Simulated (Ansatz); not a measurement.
A run for Ansatz (a first-principles code): R-B3LYP-D3(BJ)/def2-TZVP on HN2 (SMILES N#[NH+]). Charge +1.

Ansatz 0.2 input:
```yaml
crystal:
  periodic: [false, false, false]
  atoms:
    - {symbol: N, position_ang: [1.06163690, 0.05916237, 0.01567586]}
    - {symbol: N, position_ang: [-0.04391776, -0.00534012, -0.02974940]}
    - {symbol: H, position_ang: [-1.04259569, -0.01839354, -0.03866620]}
basis:
  gaussian:
    orbitals: def2-TZVP
hamiltonian:
  xc: b3lyp
  dispersion: d3bj
total_charge: 1
relax: {f_tol: 0.003, max_steps: 120}
```

The log:

```
Functional definition: B3LYP
[...]
integrals: 0.01 GiB planned
354 factors; their error is unknown
mean field: 0.11 GiB planned
mean field evaluation 1: about -2982.6371 eV, gradient 4.9e1 eV
mean field evaluation 2: about -2983.8733 eV, gradient 4.1e1 eV
mean field evaluation 4: about -2986.8664 eV, gradient 1.1e0 eV
mean field evaluation 8: about -2986.8762 eV, gradient 3.8e-1 eV
mean field evaluation 16: about -2986.8763 eV, gradient 3.2e-5 eV
mean field -2986.87629480 eV, -109.7656792563 hartree, gradient 3.2e-5 eV, S^2 0.000000; 0 other end points of the search recorded, 0 dependent functions left out
the calculation of the forces begins
reference -2986.87641954 eV, -109.7656838405 hartree; 7, 7 occupied and 61, 61 virtual orbitals, 354 factors
relax step   1: F+E_penalty+E_count = -2986.91216234 eV  Δ(F+E_penalty+E_count) = +0.000e0 eV  max|allowed force component| = 5.025e0 eV/Å  Δτ_max = 0.0000 Å  (27 SCF iters, accepted)
these checks for a lower state are left out or cut short: starts, cluster_reference, orbital_swaps, neighbouring_geometries, increment
integrals: 0.01 GiB planned
354 factors; their error is unknown
mean field: 0.11 GiB planned
mean field -2986.94337341 eV, -109.7681443499 hartree, gradient 6.4e-6 eV, S^2 0.000000; 0 other end points of the search recorded, 0 dependent functions left out
the calculation of the forces begins
reference -2986.94349775 eV, -109.7681489194 hartree; 7, 7 occupied and 61, 61 virtual orbitals, 354 factors
relax step   2: F+E_penalty+E_count = -2986.97924314 eV  Δ(F+E_penalty+E_count) = -6.708e-2 eV  max|allowed force component| = 5.823e-1 eV/Å  Δτ_max = 0.0180 Å  (30 SCF iters, accepted)
these checks for a lower state are left out or cut short: starts, cluster_reference, orbital_swaps, neighbouring_geometries, increment
integrals: 0.01 GiB planned
354 factors; their error is unknown
mean field: 0.11 GiB planned
mean field evaluation 32: about -2986.9473 eV, gradient 8.1e-6 eV
mean field -2986.94726327 eV, -109.7682872996 hartree, gradient 8.1e-6 eV, S^2 0.000000; 0 other end points of the search recorded, 0 dependent functions left out
the calculation of the forces begins
reference -2986.94738806 eV, -109.7682918854 hartree; 7, 7 occupied and 61, 61 virtual orbitals, 354 factors
relax step   3: F+E_penalty+E_count = -2986.98311448 eV  Δ(F+E_penalty+E_count) = -3.871e-3 eV  max|allowed force component| = 1.098e-1 eV/Å  Δτ_max = 0.0079 Å  (31 SCF iters, accepted)
these checks for a lower state are left out or cut short: starts, cluster_reference, orbital_swaps, neighbouring_geometries, increment
integrals: 0.01 GiB planned
354 factors; their error is unknown
mean field: 0.11 GiB planned
mean field -2986.94770394 eV, -109.7683034938 hartree, gradient 9.5e-6 eV, S^2 0.000000; 0 other end points of the search recorded, 0 dependent functions left out
the calculation of the forces begins
reference -2986.94782878 eV, -109.7683080817 hartree; 7, 7 occupied and 61, 61 virtual orbitals, 354 factors
relax step   4: F+E_penalty+E_count = -2986.98355163 eV  Δ(F+E_penalty+E_count) = -4.371e-4 eV  max|allowed force component| = 9.560e-2 eV/Å  Δτ_max = 0.0022 Å  (32 SCF iters, accepted)
these checks for a lower state are left out or cut short: starts, cluster_reference, orbital_swaps, neighbouring_geometries, increment
integrals: 0.01 GiB planned
354 factors; their error is unknown
mean field: 0.11 GiB planned
mean field -2986.94894631 eV, -109.7683491503 hartree, gradient 1.1e-5 eV, S^2 0.000000; 0 other end points of the search recorded, 0 dependent functions left out
the calculation of the forces begins
reference -2986.94907105 eV, -109.7683537344 hartree; 7, 7 occupied and 61, 61 virtual orbitals, 354 factors
relax step   5: F+E_penalty+E_count = -2986.98479442 eV  Δ(F+E_penalty+E_count) = -1.243e-3 eV  max|allowed force component| = 4.124e-3 eV/Å  Δτ_max = 0.0140 Å  (29 SCF iters, accepted)
these checks for a lower state are left out or cut short: starts, cluster_reference, orbital_swaps, neighbouring_geometries, increment
integrals: 0.01 GiB planned
354 factors; their error is unknown
mean field: 0.12 GiB planned
mean field -2986.94894641 eV, -109.7683491537 hartree, gradient 1.1e-5 eV, S^2 0.000000; 0 other end points of the search recorded, 0 dependent functions left out
the calculation of the forces begins
reference -2986.94907115 eV, -109.7683537378 hartree; 7, 7 occupied and 61, 61 virtual orbitals, 354 factors
relax step   6: F+E_penalty+E_count = -2986.98479455 eV  Δ(F+E_penalty+E_count) = -1.286e-7 eV  max|allowed force component| = 1.244e-5 eV/Å  Δτ_max = 0.0001 Å  (32 SCF iters, accepted)
integrals: 0.01 GiB planned
354 factors; their error is unknown
mean field: 0.12 GiB planned
mean field evaluation 64: about -2982.4039 eV, gradient 5.0e1 eV
mean field -2986.94894641 eV, -109.7683491537 hartree, gradient 1.0e-5 eV, S^2 0.000000; 1 other end points of the search recorded, 0 dependent functions left out
the calculation of the forces begins
reference -2986.94907115 eV, -109.7683537378 hartree; 7, 7 occupied and 61, 61 virtual orbitals, 354 factors
Total energy: -2986.98491929 eV, -109.7696711328 hartree
Atom 0 at     1.060612     0.051177     0.010004 Å, force     0.000002    -0.000004     0.000000 eV/Å
Atom 1 at    -0.024267     0.011220    -0.017993 Å, force    -0.000012     0.000009    -0.000000 eV/Å
Atom 2 at    -1.061221    -0.026968    -0.044751 Å, force     0.000011    -0.000004     0.000000 eV/Å
Dipole moment:    -0.650533    -0.023958    -0.016787 e Å
```

The calculation finished and met its thresholds.

Cost: roughly 4 core-seconds.
